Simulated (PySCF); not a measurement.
**ethylene: gas-phase deprotonation enthalpies at several levels**

Structure: `C=C` (C2H4). Numbering: `[CH2:1]=[CH2:2]`

All levels share the PBE0-D3(BJ)/ma-def2-SVP structures and the PBE0-D3(BJ)/ma-def2-SVP thermal terms; only the single-point energies (PySCF) change. Values are gas-phase deprotonation enthalpies (298 K, kJ/mol).

```tsv
level	C1	abs. error	time
LDA/ma-def2-TZVP	1666	44.4	4.5 s
BLYP-D3(BJ)/ma-def2-TZVP	1693	18.0	5.3 s
PBE-D3(BJ)/ma-def2-TZVP	1693	17.3	5.2 s
BP86-D3(BJ)/ma-def2-TZVP	1694	16.7	5.1 s
ωB97M-D3(BJ)/ma-def2-TZVP (grid 3)	1696	14.5	7.8 s
M06/ma-def2-TZVP (grid 3)	1702	9.0	8.2 s
PBE0-D3(BJ)/aug-pcseg-1	1703	7.5	2.3 s
M06-2X/ma-def2-TZVP (grid 3)	1704	7.0	7.4 s
PBE0-D3(BJ)/aug-cc-pVDZ	1705	6.1	2.4 s
CAM-B3LYP-D3(BJ)/ma-def2-TZVP	1705	5.6	3.2 s
r2SCAN-D3(BJ)/ma-def2-TZVP (grid 3)	1707	3.9	9.5 s
B3LYP-D3(BJ)/ma-def2-TZVP	1708	3.1	2.9 s
HSE06/ma-def2-TZVP	1710	0.8	5.8 s
PBE0-D3(BJ)/ma-def2-SVP	1710	0.6	1.6 s
PBE0-D3(BJ)/6-31+G*	1711	0.3	1.5 s
PBE0-D3(BJ)/aug-cc-pVTZ	1711	0.4	6.2 s
PBE0-D3(BJ)/ma-def2-TZVP	1711	0.8	–
PBE0-D3(BJ)/6-311+G**	1712	0.8	2 s
PBE0-D3(BJ)/jun-cc-pV(T+d)Z	1712	0.9	4.1 s
PBE0-D3(BJ)/6-311++G(2d,2p)	1712	1.2	2.6 s
TPSS-D3(BJ)/ma-def2-TZVP (grid 3)	1712	1.4	9.3 s
PBE0-D3(BJ)/def2-QZVPPD	1715	4.4	13 s
PBE0-D3(BJ)/def2-TZVPD	1717	6.0	3.7 s
OPBE/ma-def2-TZVP	1717	6.3	5.2 s
TPSSh-D3(BJ)/ma-def2-TZVP (grid 3)	1717	6.4	8.3 s
ωB97X-D3(BJ)/ma-def2-TZVP	1718	6.9	3.1 s
M06-L/ma-def2-TZVP (grid 3)	1718	7.7	11 s
B97-2/ma-def2-TZVP	1720	8.9	2.7 s
PBE0-D3(BJ)/def2-QZVP	1720	9.0	10 s
BHandHLYP/ma-def2-TZVP	1721	10.3	2.7 s
PBE0-D3(BJ)/pcseg-2	1723	11.9	3.2 s
PBE0-D3(BJ)/def2-SVPD	1724	13.2	2.1 s
LC-ωPBE/ma-def2-TZVP	1724	13.7	5.5 s
PBE0-D3(BJ)/def2-TZVP	1727	16.3	2.4 s
PBE0-D3(BJ)/def2-TZVPP	1728	17.0	3.3 s
HF/ma-def2-TZVP	1732	21.8	0.88 s
PBE0-D3(BJ)/cc-pVTZ	1740	29.1	3.4 s
PBE0-D3(BJ)/pcseg-1	1742	31.8	1.4 s
PBE0-D3(BJ)/def2-SV(P)	1753	42.3	1.4 s
PBE0-D3(BJ)/def2-SVP	1760	49.4	1.6 s
PBE0-D3(BJ)/cc-pVDZ	1762	51.3	1.5 s
PBE0-D3(BJ)/6-31G*	1793	82.4	1.4 s
PBE0-D3(BJ)/6-31G	1807	96.2	1.1 s
ATcT 1.112	1711
```

Times are wall times for all single points of a level on 1 thread of Arm Neoverse N1, a shared host; the dash marks the run that also made the structures. BLYP, BP86, HSE06, LC-ωPBE, LDA, M06-L, OPBE, PBE, TPSS, r2SCAN ran on a slower path of this set-up, which computes the density-fitting integrals anew in every SCF cycle while the other levels store them. So the times needn't show the usual order of cost, and those levels read slower than they are.

Hartree-Fock leaves out electron correlation, so its deprotonation energies can be off by tens of kJ/mol.

The spread: 141 kJ/mol, from 1666 to 1807.

Bases without diffuse functions serve anions poorly.
